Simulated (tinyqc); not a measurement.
Worked calculation: Pariser-Parr-Pople SCF with singles CI, for the molecule OC=C(O)Cl (SMILES; centres numbered as the heavy atoms are written). One step of it, computed by the program tinyqc.

Question. Iteration 1: Fock matrix. F_rr = H_rr + P_rr gamma_rr / 2 + sum_(s != r) P_ss gamma_rs; F_rs = H_rs - P_rs gamma_rs / 2; E = tr P (H + F) / 2 + core repulsion sum_(r<s) z_r z_s gamma_rs.

P at the start, order 1O, 2C, 3C, 4O, 5Cl:
$$\begin{pmatrix}
1.813359 & 0.336338 & -0.389623 & 0.216210 & 0.163619 \\
0.336338 & 1.393900 & 0.702123 & -0.389623 & -0.294850 \\
-0.389623 & 0.702123 & 1.186641 & 0.451350 & 0.341562 \\
0.216210 & -0.389623 & 0.451350 & 1.749536 & -0.189540 \\
0.163619 & -0.294850 & 0.341562 & -0.189540 & 1.856564
\end{pmatrix}$$

core matrix H (eV), order 1O, 2C, 3C, 4O, 5Cl:
$$\begin{pmatrix}
-67.884641 & -2.220000 & 0.000000 & 0.000000 & 0.000000 \\
-2.220000 & -58.336938 & -2.390000 & 0.000000 & 0.000000 \\
0.000000 & -2.390000 & -63.589893 & -2.220000 & -1.680000 \\
0.000000 & 0.000000 & -2.220000 & -69.286787 & 0.000000 \\
0.000000 & 0.000000 & -1.680000 & 0.000000 & -62.181879
\end{pmatrix}$$

repulsion gamma_rs (eV), order 1O, 2C, 3C, 4O, 5Cl:
$$\begin{pmatrix}
23.250000 & 8.893840 & 5.630446 & 3.834612 & 4.950565 \\
8.893840 & 12.200000 & 7.864961 & 5.632534 & 5.384614 \\
5.630446 & 7.864961 & 12.200000 & 8.897957 & 8.009063 \\
3.834612 & 5.632534 & 8.897957 & 23.250000 & 5.648536 \\
4.950565 & 5.384614 & 8.009063 & 5.648536 & 13.330000
\end{pmatrix}$$

Centres (angstrom, eV; a flat drawing with bonds scaled to 1.40 angstrom):
```
centre          x          y  core charge z          W   gamma_rr
1O      -1.940000   0.000000              2  35.790000  23.250000
2C      -0.727000  -0.700000              1  10.650000  12.200000
3C       0.485000   0.000000              1  10.650000  12.200000
4O       1.697000  -0.700000              2  35.790000  23.250000
5Cl      0.485000   1.400000              2  27.590000  13.330000
```

Give: F; pi energy.

Answer.

F (eV), order 1O, 2C, 3C, 4O, 5Cl:
$$\begin{pmatrix}
-11.8261 & -3.7157 & 1.0969 & -0.4145 & -0.4050 \\
-3.7157 & -4.5223 & -5.1511 & 1.0973 & 0.7938 \\
1.0969 & -5.1511 & -4.7418 & -4.2280 & -3.0478 \\
-0.4145 & 1.0973 & -4.2280 & -13.0982 & 0.5353 \\
-0.4050 & 0.7938 & -3.0478 & 0.5353 & -13.9389
\end{pmatrix}$$

pi energy = -162.0196 eV
